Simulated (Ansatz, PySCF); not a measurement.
Molecule: trimethyl amine, C3H9N (charge 0, singlet). 
Structure (B3LYP-D3(BJ)/def2-TZVP (Ansatz, a program for electronic structure) minimum search):
SMILES: N(C)(C)C
```xyz
13

N      0.0026     0.0015     0.3690
C      0.0034     1.3852    -0.0654
C      1.1975    -0.6963    -0.0655
C     -1.2022    -0.6896    -0.0484
H     -0.0042     1.4885    -1.1661
H      0.8915     1.8925     0.3148
H     -0.8763     1.8974     0.3273
H      1.2828    -0.7549    -1.1661
H      1.1956    -1.7143     0.3273
H      2.0837    -0.1858     0.3147
H     -1.3035    -0.7477    -1.1477
H     -2.0800    -0.1742     0.3444
H     -1.2003    -1.7076     0.3443
```
Charge 0, spin multiplicity 1.


Wanted: enthalpy of formation at 298 K (from the atomisation energy, B3LYP-D3(BJ)/def2-TZVP harmonic zero-point and thermal terms from PySCF, and the atoms' enthalpies of formation in the G2/97 table; no spin-orbit terms, and no core term in the frozen-core levels), in kcal/mol. Correlated levels leave the core frozen unless marked. Open shells are spin-unrestricted. Spin-orbit coupling is left out. No relativistic terms. The coupled-cluster limit lacks core correlation, which all-electron functionals hold. Basis-set limits of correlation are two-point, X^-3; Hartree-Fock from the larger set. The bracket is a focal-point correction in the basis named.

Measured: -5.7 kcal/mol (Active Thermochemical Tables 1.112 (ions: stationary electron), as tabulated in the package chemicals); it holds spin-orbit and relativistic effects, which these rows lack, and core correlation, which the frozen-core levels lack.

```tsv
level	program	enthalpy of formation at 298 K (kcal/mol)	error against measurement
SVWN5/def2-TZVPD	Ansatz	-163.9	-158.2
r2SCAN-D4/def2-TZVPD	Ansatz + dftd4	-2.7	3.0
B3LYP-D4/def2-TZVPD	Ansatz + dftd4	-8.8	-3.1
PBE0/STO-3G	Ansatz	-220.9	-215.2
TPSSh/def2-TZVPD	PySCF	-8.9	-3.2
CAM-B3LYP-D4/def2-TZVPD	Ansatz + dftd4	-12.9	-7.2
B2PLYP-D3(BJ)/def2-TZVPD	Ansatz + dftd3	5.2	10.9
B2PLYP/def2-TZVPD	Ansatz	9.0	14.7
MP2/STO-3G	Ansatz	-4.3	1.4
RI-MP2/CBS(cc-pVTZ,cc-pVQZ)+[CCSD(T)-MP2]/cc-pVTZ	Ansatz	-5.3	0.4
```
